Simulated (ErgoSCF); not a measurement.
# One shape, several levels: CH2BN (SMILES BC#N)

Aim: a comparison of 6 runs (HF/STO-3G, HF/3-21G, HF/def2-SVP, HF/6-31+G*, BLYP/3-21G, PBE0/def2-SVP) of CH2BN. 

The results are computed with ErgoSCF 3.8.

2 further runs of the same task are left out: 2 set aside as unsound or not needed.

**1. Starting point**

The species is CH2BN (5 atoms), meant as a singlet with charge 0. As SMILES, `BC#N`. The shape is that of a PBE0-D4/def2-TZVP optimisation.

Bond lengths: B1–C2 1.522 Å, C2–N3 1.154 Å, B1–H4 1.189 Å, B1–H5 1.189 Å. Angles: B1–C2–N3 180.0°, C2–B1–H4 118.9°, C2–B1–H5 118.9°, H4–B1–H5 122.2°.

**2. A single-point energy at HF/STO-3G (run 1)**

input.ego

```
# HF on CH2BN
set_nthreads(1)
molecule_inline Angstrom
B     -0.219200     0.441300    -0.341900
C      0.352700    -0.696700     0.490700
N      0.786500    -1.559600     1.122200
H     -0.744300     0.187400    -1.377600
H     -0.125900     1.554000     0.065300
EOF
scf.use_diagonalization = 1
scf.max_number_of_iterations = 120
tmpdir = "."
scf.output_mulliken_pop = 1
basis = "STO-3G"
charge = 0
run "HF"
```

The basis set STO-3G is read from a file made from the Basis Set Exchange's data (not shown).

Command:

```console
$ ergo input.ego
```

The program printed:

```text
[...]
INSC SCF_general constructor, number of basis functions: 17
[...]
INSC Energy   1 =        -88.84806639117
[...]
INDE E_LUMO =          0.15680729738
[...]
INSC Energy  17 =       -116.64196925268  ( diff     -0.000000000000341 )
[...]
RESC CONVERGED after  17 iterations.
RESC FINAL ENERGY:       -116.64196925268
[...]
INSC SCF: dipole_moment_x [atomic units] =      -0.33940013
INSC SCF: dipole_moment_y [atomic units] =       0.67533687
INSC SCF: dipole_moment_z [atomic units] =      -0.49416008
[...]
```

Run time: 1.1 s. Hardware: 1 thread of Intel Xeon Platinum 8488C (Sapphire Rapids), shared host; peak memory 0.27 GiB.

**3. The energy at HF/3-21G (run 2)**

run.inp

```
set_nthreads("env")
molecule_inline
B  -0.41422797 0.83393614 -0.64609736
C  0.66650640 -1.31657219 0.92728861
N  1.48626960 -2.94721686 2.12065066
H  -1.40652315 0.35413468 -2.60328671
H  -0.23791652 2.93663440 0.12339912
EOF
spin_polarization = 0
basis = "3-21G"
scf.use_diagonalization = 1
scf.output_mulliken_pop = 1
scf.max_number_of_iterations = 120
tmpdir = "."
run "HF"
```

The basis set 3-21G is read from a file made from the Basis Set Exchange's data (not shown).

Command:

```console
$ ergo run.inp
```

The program printed:

```text
[...]
INSC SCF_general constructor, number of basis functions: 31
[...]
INSC Energy   1 =        -65.85220176300
[...]
INDE E_LUMO =          0.02673919138
[...]
INSC Energy  18 =       -117.48035487898  ( diff     -0.000000000000057 )
[...]
RESC CONVERGED after  18 iterations.
RESC FINAL ENERGY:       -117.48035487898
[...]
INSC SCF: dipole_moment_x [atomic units] =      -0.40408428
INSC SCF: dipole_moment_y [atomic units] =       0.80408373
INSC SCF: dipole_moment_z [atomic units] =      -0.58831230
[...]
```

Run time: 1.4 s. Hardware: 1 thread of Intel Xeon Platinum 8488C (Sapphire Rapids), shared host; peak memory 0.27 GiB.

Runs 3 to 5 aren't shown in full; the table further down has their settings and results.

**4. The energy at PBE0/def2-SVP (run 6)**

job.ego

```
# PBE0 on CH2BN
set_nthreads(1)
scf.max_number_of_iterations = 120
XC.angint = 41
scf.use_diagonalization = 1
scf.output_mulliken_pop = 1
XC.sparse_mode = 0
tmpdir = "."
basis = "def2-SVP"
XC.radint = 1e-11
molecule_inline
B  -0.41422797 0.83393614 -0.64609736
C  0.66650640 -1.31657219 0.92728861
N  1.48626960 -2.94721686 2.12065066
H  -1.40652315 0.35413468 -2.60328671
H  -0.23791652 2.93663440 0.12339912
EOF
run "PBE0"
```

The basis set def2-SVP is read from a file made from the Basis Set Exchange's data (not shown).

Command:

```console
$ ergo job.ego
```

The program printed:

```text
[...]
INDF Weighted mixed functional:
[...]
INSC Energy   1 =        -43.81102626423
[...]
INDE E_LUMO =         -0.11999669948
[...]
INSC Energy  30 =       -118.62279279226  ( diff     -0.000000000000568 )
[...]
RESC CONVERGED after  30 iterations.
RESC FINAL ENERGY:       -118.62279279226
[...]
INSC SCF: dipole_moment_x [atomic units] =      -0.37786292
INSC SCF: dipole_moment_y [atomic units] =       0.75186220
INSC SCF: dipole_moment_z [atomic units] =      -0.55012029
[...]
```

It took 19 s on 1 thread of Intel Xeon Platinum 8488C (Sapphire Rapids), shared host; peak memory 0.27 GiB.

**5. The series**

| run | level | integration grid | radint | energy (Eh) | dipole moment (D) | wall time |
| --- | --- | --- | --- | --- | --- | --- |
| 1 | HF/STO-3G | – | – | -116.641969 | 2.30 | 1.1 s |
| 2 | HF/3-21G | – | – | -117.480355 | 2.73 | 1.4 s |
| 3 | HF/def2-SVP | – | – | -118.048850 | 2.95 | 7.8 s |
| 4 | HF/6-31+G* (spherical functions) | – | – | -118.147112 | 3.11 | 9.6 s |
| 5 | BLYP/3-21G | Turbo | 1e-11 | -118.171542 | 2.14 | 5.1 s |
| 6 | PBE0/def2-SVP | Turbo | 1e-11 | -118.622793 | 2.56 | 19 s |

**6. What came out**

```
            quantity          value
 run 6: total energy  -118.62279 Eh
run 6: dipole moment         2.56 D
```

In words: The dipole moment (its size) runs from 2.14 D (BLYP/3-21G) to 3.11 D (HF/6-31+G*). The two ends differ in method and basis. Totals of different functionals can't be ranked against each other. In run 1 the basis is minimal, so the values are rough. All runs together took 44 s, the longest 19 s.
